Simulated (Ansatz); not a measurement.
The input, for Ansatz 0.2.0:

```yaml
crystal:
  periodic: [false, false, false]
  atoms:
    - {symbol: C, position_ang: [0.000000, 0.000000, 1.885700]}
    - {symbol: Al, position_ang: [0.000000, 0.000000, -0.075300]}
    - {symbol: N, position_ang: [0.000000, 0.000000, -1.810400]}
basis:
  gaussian: {orbitals: cc-pVTZ}
magnetization: {spin_polarized: true, initial_magnetization: 0}
hamiltonian: {xc: {name: PBE0}}
output: {forces: true, orbitals: {seedname: orbitals}}
```

```sh
$ ansatz run in.yaml --threads 1 --pin off --events-out ev --progress --plain --max-ram 2816MiB --backend cpu
```

Roughly how long does this take on 1 thread of AMD EPYC 7R13, shared host, and how much host memory?

37 s wall and 0.25 GiB.

```
636 factors; their error is unknown
mean field evaluation 1: about -9078.1793 eV, gradient 6.7e1 eV
mean field evaluation 2: about -8763.9196 eV, gradient 1.5e2 eV
mean field evaluation 4: about -9089.4784 eV, gradient 4.7e1 eV
mean field evaluation 8: about -9107.6475 eV, gradient 9.0e-1 eV
mean field evaluation 16: about -9107.6683 eV, gradient 1.2e-2 eV
mean field evaluation 32: about -9109.6759 eV, gradient 2.6e-5 eV
mean field evaluation 64: about -9106.6597 eV, gradient 1.5e1 eV
mean field evaluation 96: about -9108.5448 eV, gradient 1.1e0 eV
mean field evaluation 128: about -9109.5815 eV, gradient 2.6e0 eV
mean field evaluation 160: about -9109.6306 eV, gradient 2.8e-1 eV
mean field evaluation 192: about -9109.5866 eV, gradient 4.7e-1 eV
mean field -9109.67591103 eV, -334.7744149701 hartree, gradient 8.5e-6 eV, S^2 1.788996; 8 other end points of the search recorded, 0 dependent functions left out
the calculation of the forces begins
reference -9109.67593817 eV, -334.7744159676 hartree; 13, 13 occupied and 81, 81 virtual orbitals, 636 factors
Total energy: -9109.67593817 eV, -334.7744159676 hartree
Atom 0 at     0.000000     0.000000     1.885700 Å, force    -0.000000     0.000000    -0.447144 eV/Å
Atom 1 at     0.000000     0.000000    -0.075300 Å, force     0.000000    -0.000000     3.346062 eV/Å
Atom 2 at     0.000000     0.000000    -1.810400 Å, force    -0.000000     0.000000    -2.898918 eV/Å
Dipole moment:     0.000000    -0.000000    -0.333375 e Å
```

Forces (eV/Å):
```
C    0.000  0.000 -0.447
Al   0.000  0.000  3.346
N    0.000  0.000 -2.899
```
